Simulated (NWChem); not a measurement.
Species: ammonia (NH3); SMILES N

Computed with NWChem. The geometry was optimised at PBE0/def2-SVP. Ions are spin-unrestricted doublets at the neutral geometry; other ion states weren't tried. Functional: LC-ωPBE (HJS hole) with def2-SVP; rows give the range parameter ω in 1/bohr.

At which range parameter does −ε(HOMO) equal the ΔSCF ionisation energy (optimal tuning)?

about 0.48 per bohr, by linear interpolation in these runs:
| range parameter (1/bohr) | vertical ionisation energy, ΔSCF (eV) | −ε(HOMO) (eV) | ΔSCF minus −ε(HOMO) (eV) |
|---|---|---|---|
| 0.20 | 10.76 | 8.33 | 2.43 |
| 0.25 | 10.77 | 8.91 | 1.86 |
| 0.40 | 10.78 | 10.26 | 0.52 |
| 0.50 | 10.77 | 10.88 | -0.11 |
| 0.80 | 10.68 | 11.89 | -1.21 |
